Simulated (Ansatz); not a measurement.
hcp Y

Level of theory: Hartree–Fock (plane waves, PAW; Ansatz, a quantum-chemistry and plane-wave program).

Numerical settings: plane-wave cutoff 460 eV, 9×9×6 k mesh (along the axes of the cell as run), Fermi–Dirac smearing 0.05 eV, scalar-relativistic PAW data made under PBE.

Cell (relaxed at this level):

Space group P6₃/mmc (No. 194); a = b = 3.919 Å, c = 6.183 Å, α = β = 90.00°, γ = 120.00°

| atom | site | symmetry | x | y | z |
|---|---|---|---|---|---|
| Y | 2c | -6m2 | 0.3333 | 0.6667 | 0.2500 |

```
Item                             Result
------------------------------  -------
equilibrium lattice constant a  3.919 Å
lattice parameter c             6.183 Å
```

Measured, for comparison: lattice constant a 3.648 Å, lattice parameter c 5.732 Å (293 K, no zero-point or thermal correction; as tabulated in Wikipedia's data pages). Computed (rounded) less measured: lattice constant a +7.4 %, lattice parameter c +7.9 %.

Computed values are for the static lattice.

The result took roughly 80 core-minutes.
